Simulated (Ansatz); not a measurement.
# BFH7N (built from SMILES B.F.N): functionals against CCSD(T) at one geometry

An exercise on one series of results from a longer session: the logs are not shown, and one member is left open.

The runs use Ansatz 0.2.0, Gaussian basis; single points in def2-TZVPP.

Correlated methods freeze the cores.

### Where the work starts

10 atoms, charge 0, spin multiplicity 1.

Atoms are counted from 1 here; the program's logs count them from 0.

Bond lengths: B1–H3 1.177 Å, B1–H4 1.175 Å, H5–F6 1.165 Å, N8–H9 0.993 Å, N8–H10 1.017 Å. Angles: H3–B1–H4 126.5°, H9–N8–H10 109.4°.

As a file:

```xyz
10

B    -1.2135   -0.0534   -1.0037
H    -0.1489   -1.0043   -0.5683
H    -2.2240   -0.3788   -0.4963
H    -1.0582    0.2335   -2.1326
H     0.2709    0.8842    0.5219
F    -0.6509    1.2397   -0.0963
H     0.5510   -0.7878    0.1189
N     1.2065    0.0022    0.9528
H     2.1571    0.2060    0.7514
H     1.1199   -0.2807    1.9260
```

Set-up of the first run:

The input, run/in.yaml:

```yaml
crystal:
  periodic: [false, false, false]
  atoms:
    - {symbol: B, position_ang: [-1.213500, -0.053400, -1.003700]}
    - {symbol: H, position_ang: [-0.148900, -1.004300, -0.568300]}
    - {symbol: H, position_ang: [-2.224000, -0.378800, -0.496300]}
    - {symbol: H, position_ang: [-1.058200, 0.233500, -2.132600]}
    - {symbol: H, position_ang: [0.270900, 0.884200, 0.521900]}
    - {symbol: F, position_ang: [-0.650900, 1.239700, -0.096300]}
    - {symbol: H, position_ang: [0.551000, -0.787800, 0.118900]}
    - {symbol: N, position_ang: [1.206500, 0.002200, 0.952800]}
    - {symbol: H, position_ang: [2.157100, 0.206000, 0.751400]}
    - {symbol: H, position_ang: [1.119900, -0.280700, 1.926000]}
basis:
  gaussian: {orbitals: def2-TZVPP}
correlation: {method: ccsd_t}
output: {forces: true}
```

No record of the launch command was kept for these runs.

Steps of the session up to this table: CCSD(T)/def2-TZVPP; PBE0-D4/def2-TZVPP; wB97M-V/def2-TZVPP; r2SCAN-D4/def2-TZVPP; PBE-D4/def2-TZVPP; BHLYP-D4/def2-TZVPP; r2SCANh-D4/def2-TZVPP.

One table of the session follows, with a row left open; its other results are not shown here.

| method | RMS force component (eV/Å) | angle to CCSD(T) forces (°) | dipole (D) |
| --- | --- | --- | --- |
| CCSD(T) | 1.149 | reference | 3.28 |
| PBE0-D4 | 1.122 | 2.7 | 3.28 |
| wB97M-V | 1.119 | 2.8 | 3.22 |
| r2SCAN-D4 | 1.066 | 4.5 | 3.31 |
| PBE-D4 | 1.073 | 8.7 | 3.35 |
| BHLYP-D4 | 1.115 | 7.4 | 3.16 |
| r2SCANh-D4 | ? | ? | ? |

Q: Estimate the row for r2SCANh-D4 from the others.

As computed: RMS force component (eV/Å): 1.085; angle to CCSD(T) forces (°): 3.6; dipole (D): 3.28. In the column «RMS force component (eV/Å)» it lies between PBE-D4 (1.073) and BHLYP-D4 (1.115).
